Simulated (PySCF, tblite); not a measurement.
# SiH4O: deprotonation, part 3 of 3

tblite 0.8.0 and PySCF 2.14.0. Atoms count from 0.

### Step 24. Single point (SiH3O−, [O-][SiH3], multiplicity 1): wavefunction

Geometry: PBE0-D3(BJ)/ma-def2-SVP.

The job: settings as JSON, then the geometry in Å.

```
{"job": {"kind": "sp", "xc": "MP2", "basis": "ma-def2-TZVP", "grid": 2}, "charge": -1, "multiplicity": 1}
O      1.205087    -0.492880    -0.367625
Si    -0.275555    -0.015862    -0.051808
H     -0.750280    -0.124109     1.407895
H     -1.417077    -0.742715    -0.783597
H     -0.619539     1.451680    -0.360801
```

With the program's defaults for keys left out, this is: wavefunction single point, frozen core, gas phase.

The program printed:

```text
final grid: 39256 points
cycle   1  E = -365.4661404152  dE = -2.894e-01  |g| = 8.032e-01  |ddm| = 1.527e+00
cycle   2  E = -365.4969101915  dE = -3.077e-02  |g| = 7.855e-01  |ddm| = 9.827e-01
cycle   3  E = -365.6134650850  dE = -1.166e-01  |g| = 4.107e-02  |ddm| = 4.896e-01
cycle   4  E = -365.6143845032  dE = -9.194e-04  |g| = 6.893e-03  |ddm| = 8.108e-02
cycle   5  E = -365.6144161590  dE = -3.166e-05  |g| = 1.927e-03  |ddm| = 1.586e-02
cycle   6  E = -365.6144186942  dE = -2.535e-06  |g| = 5.434e-04  |ddm| = 3.642e-03
cycle   7  E = -365.6144189311  dE = -2.369e-07  |g| = 1.698e-04  |ddm| = 1.168e-03
cycle   8  E = -365.6144189483  dE = -1.724e-08  |g| = 3.188e-05  |ddm| = 3.584e-04
cycle   9  E = -365.6144189490  dE = -6.926e-10  |g| = 5.407e-06  |ddm| = 6.962e-05
converged SCF energy = -365.6144189490
E(HF, exact integrals) = -365.6144558309
E(MP2) = -365.9980723602
```

Wall time 1.4 s (1 thread of Intel Xeon Platinum 8259CL at 2.50GHz, shared host).

### Step 25. Single point (SiH₃O−, O[SiH2-], multiplicity 1): wavefunction

Geometry: PBE0-D3(BJ)/ma-def2-SVP.

The job: settings as JSON, then the geometry in Å.

```
{"job": {"kind": "sp", "xc": "MP2", "basis": "ma-def2-TZVP", "grid": 2}, "charge": -1, "multiplicity": 1}
O      1.100382    -0.572384     0.255144
Si    -0.632924    -0.157964     0.128994
H      1.603348    -0.137794    -0.436431
H     -0.825291    -0.383373    -1.411885
H     -0.498546     1.394288    -0.057806
```

Method: wavefunction single point, frozen core, gas phase.

The program printed:

```text
final grid: 39256 points
cycle   1  E = -365.5077373787  dE = -3.074e-01  |g| = 5.547e-01  |ddm| = 1.546e+00
cycle   2  E = -365.5509920439  dE = -4.325e-02  |g| = 4.087e-01  |ddm| = 6.867e-01
cycle   3  E = -365.5800529160  dE = -2.906e-02  |g| = 3.865e-02  |ddm| = 2.094e-01
cycle   4  E = -365.5809272425  dE = -8.743e-04  |g| = 9.705e-03  |ddm| = 1.123e-01
cycle   5  E = -365.5810312374  dE = -1.040e-04  |g| = 3.485e-03  |ddm| = 4.300e-02
cycle   6  E = -365.5810479076  dE = -1.667e-05  |g| = 1.192e-03  |ddm| = 1.954e-02
cycle   7  E = -365.5810508901  dE = -2.982e-06  |g| = 3.279e-04  |ddm| = 1.028e-02
cycle   8  E = -365.5810511080  dE = -2.180e-07  |g| = 7.716e-05  |ddm| = 2.803e-03
cycle   9  E = -365.5810511209  dE = -1.293e-08  |g| = 1.795e-05  |ddm| = 6.372e-04
cycle  10  E = -365.5810511216  dE = -6.762e-10  |g| = 5.846e-06  |ddm| = 1.463e-04
converged SCF energy = -365.5810511216
E(HF, exact integrals) = -365.5810764804
E(MP2) = -365.9569546524
```

Run time: 1.4 s. Hardware: 1 thread of Intel Xeon Platinum 8259CL at 2.50GHz, shared host.

### Step 26. Deprotonation: MP2/ma-def2-TZVP

This step combines the energies above: geometries from PBE0-D3(BJ)/ma-def2-SVP, zero-point and thermal terms from PBE0-D3(BJ)/ma-def2-SVP.

The job: settings as JSON, then the geometry in Å.

```
{"job": {"kind": "ac", "geom": {"xc": "PBE0", "basis": "ma-def2-SVP", "d3": "d3bj", "grid": 1}, "hess": 1, "level": {"xc": "MP2", "basis": "ma-def2-TZVP"}}, "charge": 0, "multiplicity": 1}
O      1.143360    -0.498608    -0.354072
Si    -0.407024     0.032996    -0.010082
H      1.884766    -0.068125     0.078653
H     -0.721906    -0.127323     1.442885
H     -1.315228    -0.811092    -0.829883
H     -0.575872     1.474820    -0.369174
```

Output (the driver's rows laid out field by field):

```text
deprotonation site by site, MP2/ma-def2-TZVP // PBE0-D3(BJ)/ma-def2-SVP

row 1
  formula                 H3OSi
  charge                  -1
  multiplicity            1
  smiles                  [O-][SiH3]
  kept                    yes
  pieces                  1
  point_group             C3v
  atom                    0
  element                 O
  electronic              1506.09
  enthalpy                1477.5
  free_energy             1451.47
  share_gas               1.0

row 2
  formula                 H3OSi
  charge                  -1
  multiplicity            1
  smiles                  O[SiH2-]
  kept                    yes
  pieces                  1
  point_group             Cs
  atom                    1
  element                 Si
  electronic              1614.05
  enthalpy                1590.09
  free_energy             1559.07
  share_gas               1.41e-19
```

Wall time 4.8 s (1 thread of Intel Xeon Platinum 8259CL at 2.50GHz, shared host).

Energy needed to remove a proton (kJ/mol, gas phase, 298 K for the thermal columns):

```
site     product  electronic  enthalpy  free energy
  O0  [O-][SiH3]      1506.1    1477.5       1451.5
 Si1    O[SiH2-]      1614.0    1590.1       1559.1
```

### Step 27. Single point (SiH4O): HF/ma-def2-TZVP

Geometry: PBE0-D3(BJ)/ma-def2-SVP.

The job: settings as JSON, then the geometry in Å.

```
{"job": {"kind": "sp", "xc": "HF", "basis": "ma-def2-TZVP", "grid": 2}, "charge": 0, "multiplicity": 1}
O      1.143360    -0.498608    -0.354072
Si    -0.407024     0.032996    -0.010082
H      1.884766    -0.068125     0.078653
H     -0.721906    -0.127323     1.442885
H     -1.315228    -0.811092    -0.829883
H     -0.575872     1.474820    -0.369174
```

The program printed:

```text
final grid: 44624 points
cycle   1  E = -366.1489327412  dE = -2.061e-01  |g| = 5.089e-01  |ddm| = 1.578e+00
cycle   2  E = -366.1897667416  dE = -4.083e-02  |g| = 3.176e-01  |ddm| = 3.994e-01
cycle   3  E = -366.2068126351  dE = -1.705e-02  |g| = 4.208e-02  |ddm| = 1.442e-01
cycle   4  E = -366.2074283477  dE = -6.157e-04  |g| = 7.712e-03  |ddm| = 4.338e-02
cycle   5  E = -366.2074555269  dE = -2.718e-05  |g| = 1.405e-03  |ddm| = 1.010e-02
cycle   6  E = -366.2074567270  dE = -1.200e-06  |g| = 3.794e-04  |ddm| = 2.366e-03
cycle   7  E = -366.2074568213  dE = -9.429e-08  |g| = 9.766e-05  |ddm| = 7.527e-04
cycle   8  E = -366.2074568278  dE = -6.513e-09  |g| = 2.184e-05  |ddm| = 1.866e-04
converged SCF energy = -366.2074568278
```

Run time: 0.39 s. Hardware: 1 thread of Intel Xeon Platinum 8259CL at 2.50GHz, shared host.

### Step 28. Single point (SiH3O−, [O-][SiH3], multiplicity 1): HF/ma-def2-TZVP

Geometry: PBE0-D3(BJ)/ma-def2-SVP.

The job: settings as JSON, then the geometry in Å.

```
{"job": {"kind": "sp", "xc": "HF", "basis": "ma-def2-TZVP", "grid": 2}, "charge": -1, "multiplicity": 1}
O      1.205087    -0.492880    -0.367625
Si    -0.275555    -0.015862    -0.051808
H     -0.750280    -0.124109     1.407895
H     -1.417077    -0.742715    -0.783597
H     -0.619539     1.451680    -0.360801
```

The program printed:

```text
final grid: 39256 points
cycle   1  E = -365.4661404152  dE = -2.894e-01  |g| = 8.032e-01  |ddm| = 1.527e+00
cycle   2  E = -365.4969101915  dE = -3.077e-02  |g| = 7.855e-01  |ddm| = 9.827e-01
cycle   3  E = -365.6134650850  dE = -1.166e-01  |g| = 4.107e-02  |ddm| = 4.896e-01
cycle   4  E = -365.6143845032  dE = -9.194e-04  |g| = 6.893e-03  |ddm| = 8.108e-02
cycle   5  E = -365.6144161590  dE = -3.166e-05  |g| = 1.927e-03  |ddm| = 1.586e-02
cycle   6  E = -365.6144186942  dE = -2.535e-06  |g| = 5.434e-04  |ddm| = 3.642e-03
cycle   7  E = -365.6144189311  dE = -2.369e-07  |g| = 1.698e-04  |ddm| = 1.168e-03
cycle   8  E = -365.6144189483  dE = -1.724e-08  |g| = 3.188e-05  |ddm| = 3.584e-04
cycle   9  E = -365.6144189490  dE = -6.926e-10  |g| = 5.407e-06  |ddm| = 6.962e-05
converged SCF energy = -365.6144189490
```

It took 0.35 s on 1 thread of Intel Xeon Platinum 8259CL at 2.50GHz, shared host.

### Step 29. Single point (SiH₃O−, O[SiH2-], multiplicity 1): HF/ma-def2-TZVP

Geometry: PBE0-D3(BJ)/ma-def2-SVP.

The job: settings as JSON, then the geometry in Å.

```
{"job": {"kind": "sp", "xc": "HF", "basis": "ma-def2-TZVP", "grid": 2}, "charge": -1, "multiplicity": 1}
O      1.100382    -0.572384     0.255144
Si    -0.632924    -0.157964     0.128994
H      1.603348    -0.137794    -0.436431
H     -0.825291    -0.383373    -1.411885
H     -0.498546     1.394288    -0.057806
```

The program printed:

```text
final grid: 39256 points
cycle   1  E = -365.5077373787  dE = -3.074e-01  |g| = 5.547e-01  |ddm| = 1.546e+00
cycle   2  E = -365.5509920439  dE = -4.325e-02  |g| = 4.087e-01  |ddm| = 6.867e-01
cycle   3  E = -365.5800529160  dE = -2.906e-02  |g| = 3.865e-02  |ddm| = 2.094e-01
cycle   4  E = -365.5809272425  dE = -8.743e-04  |g| = 9.705e-03  |ddm| = 1.123e-01
cycle   5  E = -365.5810312374  dE = -1.040e-04  |g| = 3.485e-03  |ddm| = 4.300e-02
cycle   6  E = -365.5810479076  dE = -1.667e-05  |g| = 1.192e-03  |ddm| = 1.954e-02
cycle   7  E = -365.5810508901  dE = -2.982e-06  |g| = 3.279e-04  |ddm| = 1.028e-02
cycle   8  E = -365.5810511080  dE = -2.180e-07  |g| = 7.716e-05  |ddm| = 2.803e-03
cycle   9  E = -365.5810511209  dE = -1.293e-08  |g| = 1.795e-05  |ddm| = 6.372e-04
cycle  10  E = -365.5810511216  dE = -6.762e-10  |g| = 5.846e-06  |ddm| = 1.463e-04
converged SCF energy = -365.5810511216
```

Wall time 0.37 s (1 thread of Intel Xeon Platinum 8259CL at 2.50GHz, shared host).

### Step 30. Deprotonation: HF/ma-def2-TZVP

This step combines the energies above: geometries from PBE0-D3(BJ)/ma-def2-SVP, zero-point and thermal terms from PBE0-D3(BJ)/ma-def2-SVP.

The job: settings as JSON, then the geometry in Å.

```
{"job": {"kind": "ac", "geom": {"xc": "PBE0", "basis": "ma-def2-SVP", "d3": "d3bj", "grid": 1}, "hess": 1, "level": {"xc": "HF", "basis": "ma-def2-TZVP"}}, "charge": 0, "multiplicity": 1}
O      1.143360    -0.498608    -0.354072
Si    -0.407024     0.032996    -0.010082
H      1.884766    -0.068125     0.078653
H     -0.721906    -0.127323     1.442885
H     -1.315228    -0.811092    -0.829883
H     -0.575872     1.474820    -0.369174
```

Output (the driver's rows laid out field by field):

```text
deprotonation site by site, HF/ma-def2-TZVP // PBE0-D3(BJ)/ma-def2-SVP

row 1
  formula                 H3OSi
  charge                  -1
  multiplicity            1
  smiles                  [O-][SiH3]
  kept                    yes
  pieces                  1
  point_group             C3v
  atom                    0
  element                 O
  electronic              1557.02
  enthalpy                1528.43
  free_energy             1502.4
  share_gas               1.0

row 2
  formula                 H3OSi
  charge                  -1
  multiplicity            1
  smiles                  O[SiH2-]
  kept                    yes
  pieces                  1
  point_group             Cs
  atom                    1
  element                 Si
  electronic              1644.63
  enthalpy                1620.67
  free_energy             1589.65
  share_gas               5.182e-16
```

Wall time 1.2 s (1 thread of Intel Xeon Platinum 8259CL at 2.50GHz, shared host).

Energy needed to remove a proton (kJ/mol, gas phase, 298 K for the thermal columns):

| site | product | electronic | enthalpy | free energy |
| --- | --- | --- | --- | --- |
| O0 | [O-][SiH3] | 1557.0 | 1528.4 | 1502.4 |
| Si1 | O[SiH2-] | 1644.6 | 1620.7 | 1589.7 |

### Step 31. Results

This closing draws on all 3 parts.

| quantity | value |
| --- | --- |
| strongest single infrared mode (GFN2-xTB) | 2234 cm⁻¹, 462 km/mol |
| zero-point energy (GFN2-xTB) | 23.0 kcal/mol |
| point group | Cs |
| rotational constants (main isotopes) | 76.13, 13.47, 13.21 GHz |
| surface potential, 1st and 99th percentile | -1.40 V and 2.59 V |
| ΔH of deprotonation, O0 (M06-2X/ma-def2-TZVP) | 1495.8 kJ/mol |
| ΔH of deprotonation, Si1 (M06-2X/ma-def2-TZVP) | 1581.9 kJ/mol |
| ΔH of deprotonation, O0 (CCSD(T)/ma-def2-TZVP) | 1490.8 kJ/mol |
| ΔH of deprotonation, Si1 (CCSD(T)/ma-def2-TZVP) | 1587.8 kJ/mol |
| ΔH of deprotonation, O0 (MP2/ma-def2-TZVP) | 1477.5 kJ/mol |
| ΔH of deprotonation, Si1 (MP2/ma-def2-TZVP) | 1590.1 kJ/mol |
| ΔH of deprotonation, O0 (HF/ma-def2-TZVP) | 1528.4 kJ/mol |
| ΔH of deprotonation, Si1 (HF/ma-def2-TZVP) | 1620.7 kJ/mol |

**Reading.** All 12 modes are real, so the xTB geometry is a minimum. The strongest single mode, at 2234 cm⁻¹, moves mainly H5 and H3. Unscaled tight-binding wavenumbers are off by several per cent, some by more. Its intensities can rank the bands wrongly. Over 3 steps the energy fell by 0.097 eV; of the close pairs, O0–Si1 changed most, 1.625 to 1.675 Å (PBE0/ma-def2-SVP). At M06-2X/ma-def2-TZVP the ΔH of deprotonation runs from 1495.8 kJ/mol (O0) to 1581.9 kJ/mol (Si1). At CCSD(T)/ma-def2-TZVP the ΔH of deprotonation runs from 1490.8 kJ/mol (O0) to 1587.8 kJ/mol (Si1). At MP2/ma-def2-TZVP the ΔH of deprotonation runs from 1477.5 kJ/mol (O0) to 1590.1 kJ/mol (Si1). At HF/ma-def2-TZVP the ΔH of deprotonation runs from 1528.4 kJ/mol (O0) to 1620.7 kJ/mol (Si1).
